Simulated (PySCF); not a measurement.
ethanol cation (C₂H₆O), SMILES CCO (connectivity only; charge and spin as stated), charge +1, multiplicity 2. Atoms are numbered in the order given.

```xyz
9

C     -0.2067     1.2217     0.0000
C      0.4744    -0.0914     0.0000
O     -0.2268    -1.2367     0.0000
H      0.5328     2.0227     0.0000
H     -0.8399     1.3372    -0.8874
H     -0.8399     1.3372     0.8874
H      1.2765    -0.2420     0.7949
H      1.2765    -0.2420    -0.7949
H     -1.1975    -1.1009     0.0000
```
Charge +1, spin multiplicity 2.

Geometry optimised at PBE0-D3(BJ)/def2-TZVP. The spin state was assumed, not searched. One conformer was computed; it need not be the lowest.

Method: PBE0-D3(BJ)/def2-TZVP in PySCF.

No scaling factor is applied to the harmonic values.

Computed harmonic wavenumbers and intensities:
```
mode  ν (cm⁻¹)  IR (km/mol)  moving atoms (share of kinetic energy)
----  --------  -----------  --------------------------------------
1          138          4.6                                  H 90 %
2          379        209.8                                  H 92 %
3          435          5.1                  H 39 %, C 37 %, O 25 %
4          635          6.2                   H 71 %, C 21 %, O 8 %
5          905         64.4                  C 43 %, H 39 %, O 19 %
6          986         48.1                          H 77 %, C 22 %
7         1010         19.7                          H 70 %, C 26 %
8         1053        136.7                          H 68 %, C 30 %
9         1059          0.2                          H 89 %, C 11 %
10        1158        164.8                   H 75 %, O 16 %, C 8 %
11        1314         27.5                  H 70 %, C 18 %, O 12 %
12        1352         41.6                  H 58 %, C 32 %, O 10 %
13        1420         68.6                          H 55 %, C 42 %
14        1437         15.6                                  H 97 %
15        1452          3.4                                  H 92 %
16        2540         79.6                                  H 95 %
17        2704        164.8                                  H 93 %
18        3027         54.8                                  H 97 %
19        3093          5.8                           H 91 %, C 9 %
20        3158          3.6                           H 91 %, C 9 %
21        3631        255.3                                  H 94 %
```
